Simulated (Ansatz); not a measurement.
# GaPt: experiment and calculation

**Experimental background.**

“Observation of giant spin-split Fermi-arc with maximal Chern number in the chiral topological semimetal PtGa”, 2020, arxiv:2003.07712 reports, for a bulk crystal of GaPt at 300 K: lattice constant a 4.9114 ± 0.0003 Å.

The results are compared with them further down.

All numbers below come from DFT PBEsol, scalar-relativistic, plane waves, PAW (Ansatz 0.2.0).

Cutoff 420 eV; k points 8×8×8 on the computed 8-atom cell (Γ-centred); Gaussian smearing, width 0.10 eV; no spin polarisation.

Relaxed structure, symmetry kept:

```cif
data_structure
_symmetry_space_group_name_H-M 'P2_13'
_symmetry_Int_Tables_number 198
_cell_length_a 4.9025
_cell_length_b 4.9025
_cell_length_c 4.9025
_cell_angle_alpha 90.000
_cell_angle_beta 90.000
_cell_angle_gamma 90.000
_cell_volume 117.83
loop_
_atom_site_label
_atom_site_type_symbol
_atom_site_symmetry_multiplicity
_atom_site_Wyckoff_symbol
_atom_site_fract_x
_atom_site_fract_y
_atom_site_fract_z
_atom_site_occupancy
Ga1 Ga 4 a 0.09317 0.09317 0.09317 1
Pt1 Pt 4 a 0.39819 0.39819 0.39819 1
```

```json
{
 "Space group": "P2_13 (No. 198)",
 "Volume per atom": "14.73 Å³",
 "Formation energy from the elements' standard states (uncorrected)": "-0.662 eV/atom",
 "Kohn–Sham band gap": "none (metal)",
 "Density of states at the Fermi level": "1.53 states/eV per cell",
 "Löwdin character within 0.5 eV of the Fermi level": "Pt 5d 46 %, Ga 4p 34 %, Ga 4s 11 %",
 "Bulk modulus": "185 GPa",
 "Its pressure derivative": "6.3",
 "Bader charges (e)": "Ga (4 in the cell) 0.77, Pt (4 in the cell) -0.77"
}
```

Spin-orbit coupling is left out, which matters for the bands of heavy elements.

A measured lattice constant a of GaPt is 4.9114 Å (300 K; the paper above); the calculated 4.903 Å misses it by -0.2 %. The calculation is for 0 K without zero-point motion.